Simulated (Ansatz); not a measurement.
Born–Oppenheimer molecular dynamics of C3H5N (9 atoms, charge 0, multiplicity 1). It starts at the highest image of a converged band. Of that band: Neighbouring images differ by up to 1.4 eV, so the band resolves the path poorly. A vibrational analysis at the climbing image gives one clearly imaginary mode, 1089i cm⁻¹: a first-order saddle point.

The calculation used Ansatz, RKS PBE-D4/def2-SVP.

| Item | Value |
| --- | --- |
| ensemble | NVE (velocity Verlet) |
| time step | 0.5 fs |
| steps asked | 200 |
| starting velocities drawn for | 100 K |
| seed | 6108 |

First frame:

```xyz
9
Properties=species:S:1:pos:R:3
C 0.286 0.855 -0.741
C -0.012 -0.363 0.042
C 0.066 -1.726 0.305
N -1.132 -0.877 0.752
H -0.562 1.008 -1.442
H 0.342 1.756 -0.096
H 1.224 0.752 -1.320
H 1.022 -0.819 0.725
H -1.145 -0.633 1.759
```

Q: How far do the bonds stretch over the last three quarters of this one trajectory? (Pairs bonded in most of those frames.)

A: 
```json
{"bond": "C1–C2", "mean (Å)": "1.474", "spread (Å)": "0.027", "shortest": "1.43", "longest": "1.53"}
{"bond": "C1–H5", "mean (Å)": "1.115", "spread (Å)": "0.009", "shortest": "1.09", "longest": "1.13"}
{"bond": "C1–H6", "mean (Å)": "1.114", "spread (Å)": "0.014", "shortest": "1.09", "longest": "1.14"}
{"bond": "C1–H7", "mean (Å)": "1.111", "spread (Å)": "0.010", "shortest": "1.09", "longest": "1.13"}
{"bond": "C2–C3", "mean (Å)": "1.341", "spread (Å)": "0.037", "shortest": "1.28", "longest": "1.41"}
{"bond": "C2–N4", "mean (Å)": "1.536", "spread (Å)": "0.192", "shortest": "1.27", "longest": "1.95"}
{"bond": "C3–N4", "mean (Å)": "1.597", "spread (Å)": "0.166", "shortest": "1.31", "longest": "1.83"}
{"bond": "C3–H8", "mean (Å)": "1.126", "spread (Å)": "0.030", "shortest": "1.08", "longest": "1.19"}
{"bond": "N4–H9", "mean (Å)": "1.048", "spread (Å)": "0.028", "shortest": "0.99", "longest": "1.13"}
```

Mean temperature of the second half: 1090 K. The conserved energy stayed within 0.2 meV per atom of its start (net change -0.023 meV per atom), so the integration is sound. The system heated up, since it started high on the potential surface and ran downhill. A run of 0.1 ps of so small a system gives no equilibrium averages. The orbitals stay closed-shell, which can raise the energy where a bond breaks towards radicals; this wasn't checked here.

Run time: 5.1 min on 1 thread of Arm Neoverse V2 (shared host), peak memory 0.14 GiB.
